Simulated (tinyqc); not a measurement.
Worked calculation: Born-Oppenheimer dynamics on the RHF/sto-3g surface (energies and gradients from PySCF), for H2F+, spin multiplicity 1. Computed by tinyqc, a small Python program that keeps every step (integrals from PySCF). Settings: charge = 1, multiplicity = 1, basis = sto-3g, time step (fs) = 0.2, steps = 24. Command: `OMP_NUM_THREADS=1 python tinyqc.py 21123 21124 out.jsonl` (the two numbers bound the seeds that draw the settings). One thread of a shared host (Intel(R) Xeon(R) Processor @ 2.60GHz), about 2 s of CPU time with the checks.

positions (bohr):
```
          x        y       z
1F  -0.0038  -0.0378  0.0472
2H  -0.0246   1.3682  0.9638
3H  -0.0170  -1.3512  1.0318
```

The total energy should stay constant up to terms of order dt^2; the step counts as short enough if it moves by less than 2 % of the largest kinetic energy.

Trajectory:
```
time (fs)  1F-2H (angstrom)  potential (hartree)  kinetic (hartree)  total (hartree)
0.0000               0.8882           -98.838690           0.000222       -98.838467
0.2000               0.8892           -98.839177           0.000705       -98.838472
0.4000               0.8929           -98.841396           0.002901       -98.838496
0.6000               0.8991           -98.844979           0.006448       -98.838531
0.8000               0.9075           -98.849359           0.010789       -98.838571
1.0000               0.9178           -98.853898           0.015291       -98.838607
1.2000               0.9297           -98.858003           0.019369       -98.838634
1.4000               0.9429           -98.861218           0.022569       -98.838648
1.6000               0.9568           -98.863263           0.024611       -98.838652
1.8000               0.9712           -98.864038           0.025392       -98.838646
2.0000               0.9856           -98.863591           0.024958       -98.838633
2.2000               0.9998           -98.862081           0.023464       -98.838617
2.4000               1.0134           -98.859735           0.021136       -98.838599
2.6000               1.0262           -98.856810           0.018228       -98.838581
2.8000               1.0379           -98.853567           0.015002       -98.838565
3.0000               1.0483           -98.850252           0.011702       -98.838551
3.2000               1.0574           -98.847086           0.008547       -98.838538
3.4000               1.0648           -98.844253           0.005724       -98.838529
3.6000               1.0706           -98.841904           0.003383       -98.838522
3.8000               1.0747           -98.840156           0.001639       -98.838517
4.0000               1.0770           -98.839088           0.000574       -98.838514
4.2000               1.0775           -98.838747           0.000234       -98.838513
4.4000               1.0762           -98.839147           0.000634       -98.838514
4.6000               1.0731           -98.840271           0.001754       -98.838517
4.8000               1.0682           -98.842067           0.003545       -98.838522
```

Is the time step short enough?

Yes. The total energy moves within 1.8e-04 hartree, under 2 % of the largest kinetic energy.
